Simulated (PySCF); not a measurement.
Z-ethanimine, C2H5N.
SMILES with atom numbers: `[H]/[N:2]=[CH:3]\[CH3:4]` (hydrogens: H1 on N2; H5 on C3; H6, H7, H8 on C4)

Computed with PySCF at PBE0/pcSseg-1, non-relativistic, on one gas-phase PBE0-D3(BJ)/def2-SVP geometry that isn't relaxed in the solvent. The solvent is an IEF-PCM continuum (van der Waals radii × 1.2). Only the electrostatic response of the medium enters.

| run | E − E(gas) (kcal/mol) | HOMO (eV) | HOMO–LUMO gap (eV) | dipole (D) |
| --- | --- | --- | --- | --- |
| gas | 0.00 | -7.53 | 7.63 | 2.57 |
| P | -5.44 | -7.70 | 7.79 | 3.26 |
| Q | -5.25 | -7.69 | 7.78 | 3.24 |

**Question.** The runs were made in acetone and acetonitrile. Which run belongs to which solvent?

**Answer.** P = acetonitrile, Q = acetone. The dielectric constants are 20.49 (acetone), 35.69 (acetonitrile), and the energy falls further as ε rises. In this model the ground state sees the solvent through ε alone.

**Question.** How constant is the ratio of the lowering to (ε − 1)/(2ε + 1)?

**Answer.** 
| solvent | (ε − 1)/(2ε + 1) | E − E(gas) (kcal/mol) | ratio (kcal/mol) | polarisation term (kcal/mol) |
| --- | --- | --- | --- | --- |
| acetone | 0.464 | -5.25 | -11.3 | -6.16 |
| acetonitrile | 0.479 | -5.44 | -11.4 | -6.42 |

The ratio changes by +0.4 % in size from acetone to acetonitrile. The polarisation term is half the interaction of the solute with the induced surface charges.
